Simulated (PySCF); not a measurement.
2-methyl-1-propanol, C4H10O.
Numbering: `[CH3:1][CH:2]([CH3:3])[CH2:4][OH:5]` (hydrogens: H6, H7, H8 on C1; H9 on C2; H10, H11, H12 on C3; H13, H14 on C4; H15 on O5)

Method used: PySCF 2.14.0, PBE0-D3(BJ)/def2-TZVP geometry optimisation, gas phase.

Entries marked ? are missing. Bonds in one row agree within 0.01 Å.

```csv
coordinate,value
"C1–C2, C2–C3",?
C2–C4,?
C4–O5,?
C1–H6 and 5 like bonds,1.093 Å
C2–H9,1.100 Å
"C4–H13, C4–H14",1.097 Å
O5–H15,0.961 Å
C2–C1–H6,?
C2–C1–H7,?
H6–C1–H7,107.8°
H6–C1–H8,108.5°
C1–C2–C3,?
C1–C2–C4,111.3°
C1–C2–H9,108.4°
C3–C2–C4,110.0°
C4–C2–H9,107.3°
C2–C4–O5,113.8°
C2–C4–H13,109.5°
O5–C4–H13,105.7°
O5–C4–H14,110.8°
H13–C4–H14,107.2°
C4–O5–H15,?
```

Fill in the missing values.

- C1–C2, C2–C3 = 1.520 Å, drawn single (methyl carbon to sp3 CH carbon); equal to the sum of covalent radii, 1.52 Å.
- C2–C4 = 1.522 Å, drawn single (sp3 CH carbon to carbinol carbon (C–OH)); equal to the sum of covalent radii, 1.52 Å.
- C4–O5 = 1.412 Å, drawn single (carbinol carbon (C–OH) to alcohol oxygen); 0.01 Å below the sum of covalent radii, 1.42 Å.
- C2–C1–H6 = 111.2°, at the methyl carbon; the outer atoms are 2.169 Å apart.
- C2–C1–H7 = 110.3°, at the methyl carbon; the outer atoms are 2.160 Å apart.
- C1–C2–C3 = 111.6°, at the sp3 CH carbon; the outer atoms are 2.515 Å apart.
- C4–O5–H15 = 108.1°, at the alcohol oxygen; the outer atoms are 1.939 Å apart.

Radii are Cordero's, carbon taken as 0.76, 0.73 or 0.69 Å for four, three, and two or fewer neighbours.

PBE0-D3(BJ)/def2-TZVP frequencies: not computed here. The numbers are those of one conformer (C1–C2–C4–O5 59°, C2–C4–O5–H 63°).
